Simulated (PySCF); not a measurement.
Spin states of LiB

Unrestricted PBE0; basis Li def2-TZVPP, B def2-TZVPP; no relativity; PySCF 2.14. Outer shells of the fragments: Li 2s1; B 2s2 2p1.

Followed along the bond (rough minima from three points):

```csv
2Ms+1,unpaired,⟨S²⟩ at the start,R at minimum (Å),Te (eV)
3,"σ ↑, π ↑",2.00,2.13,0.00
1,"σ ↑, π ↓",1.01,2.14,0.27
3,π ↑↑,2.01,1.96,0.50
1,none,0.00,2.41,0.55
1,π ↑↓,1.01,1.96,0.71
```

Solutions found at the starting distance of 2.100 Å, counted from the lowest of them; the search is not exhaustive and high or unbound solutions are not listed, so other states can lie among these:

```json
{"2Ms+1": "3", "unpaired": "σ ↑, π ↑", "term": "³Π", "E (eV)": "0.00", "⟨S²⟩": "2.00", "⟨Lz²⟩": "1.00", "μ (D)": "-5.74"}
{"2Ms+1": "1", "unpaired": "σ ↑, π ↓", "term": "mixed", "E (eV)": "0.28", "⟨S²⟩": "1.01", "⟨Lz²⟩": "1.01", "μ (D)": "-5.89"}
{"2Ms+1": "3", "unpaired": "π ↑↑", "term": "³Σ⁻", "E (eV)": "0.55", "⟨S²⟩": "2.01", "⟨Lz²⟩": "0.00", "μ (D)": "-5.56"}
{"2Ms+1": "1", "unpaired": "none", "term": "¹Σ⁺", "E (eV)": "0.75", "⟨S²⟩": "0.00", "⟨Lz²⟩": "0.00", "μ (D)": "-4.93"}
{"2Ms+1": "1", "unpaired": "π ↑↓", "term": "mixed", "E (eV)": "0.76", "⟨S²⟩": "1.01", "⟨Lz²⟩": "2.02", "μ (D)": "-5.42"}
{"2Ms+1": "1", "unpaired": "none", "term": "mixed", "E (eV)": "1.62", "⟨S²⟩": "0.00", "⟨Lz²⟩": "2.00", "μ (D)": "-4.79"}
```

A term symbol is given only where ⟨S²⟩ and ⟨Lz²⟩ are close to those of a pure state; real π, δ and φ orbitals otherwise mix terms. A positive dipole means Li(−)B(+).
